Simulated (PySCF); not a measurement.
Gas-phase reaction: BHCl2 + 3 BH → 2 BCl + 2 BH2

Computed with PySCF and rigid-rotor harmonic-oscillator thermochemistry at 1 bar. S°(298 K) at PBE0/def2-TZVP differs from the NASA 1993 table for BH2 (+14 J/mol/K); whether the harmonic model or the table's entry is off was not settled. † marks an energy on the PBE0/def2-TZVP geometry and frequencies; other levels use their own. MP2 and CCSD(T) freeze the core. 6-31G* has spherical d functions here. Open shells (unrestricted): BH2 (multiplicity 2); the rest are closed-shell singlets. MP2 isn't extrapolated to the basis-set limit; its ΔH°(298 K) is -114.5 kJ in def2-SVP and -101.4 kJ in def2-TZVPP. CCSD(T) isn't extrapolated to the basis-set limit; its ΔH°(298 K) is -74.1 kJ in def2-SVP and -65.0 kJ in def2-TZVPP. The harmonic model lacks anharmonicity and excited electronic states, which grow with temperature; levels with a mode under 35 cm⁻¹ are left out.

| level | ΔE electronic, kJ | ΔH°(298 K), kJ | ΔS°(298 K), J/K | ΔG°(1400 K), kJ |
|---|---|---|---|---|
| CCSD(T)/def2-SVP† | -79 | -74 | 31 | -112 |
| HF/6-31G* | -137 | -133 | 33 | -173 |
| HF/def2-TZVP† | -138 | -133 | 31 | -171 |
| MP2/def2-SVP† | -119 | -115 | 31 | -152 |
| PBE/def2-SVP | -140 | -135 | 31 | -173 |
| PBE/def2-TZVP† | -140 | -136 | 31 | -174 |
| PBE0/def2-TZVP | -132 | -127 | 31 | -165 |
| r2SCAN/def2-TZVP† | -169 | -164 | 31 | -202 |
| ωB97M-V/def2-TZVP† | -84 | -79 | 31 | -117 |
ΔH° is lowest at r2SCAN/def2-TZVP† and highest at CCSD(T)/def2-SVP†. No reference value is set beside these.
